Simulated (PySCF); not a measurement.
All of these have the formula C4H4O. Computed with TDDFT CAM-B3LYP/def2-SVPD, vertical, gas phase, core orbitals frozen in the response in PySCF. Geometries: PBE0-D3(BJ)/def2-SVP; one conformer of each isolated species. Triplets are in the Tamm–Dancoff approximation.

**Question.** Rank by computed LUMO energy, lowest first.
A. `Cc1cc1=O`
B. `O=CC1=CC1`
C. `C=CC=C=O`
D. `C=C=CC=O`

**Answer.** B (-1.21 eV), D (-0.78 eV), C (-0.07 eV), A (0.37 eV).

```tsv
SMILES	LUMO (eV)	T1 (eV)	gap (eV)	f (S1)	S1 (eV)	S1 mainly
O=CC1=CC1	-1.21	3.00	7.92	0.001	3.54	H-1→L (95%)
C=C=CC=O	-0.78	3.28	8.23	0.000	3.78	H→L (92%)
C=CC=C=O	-0.07	3.02	7.54	0.000	3.33	H→L (93%)
Cc1cc1=O	0.37	4.21	8.57	0.000	4.63	H→L (97%)
```

H and L stand for HOMO and LUMO.
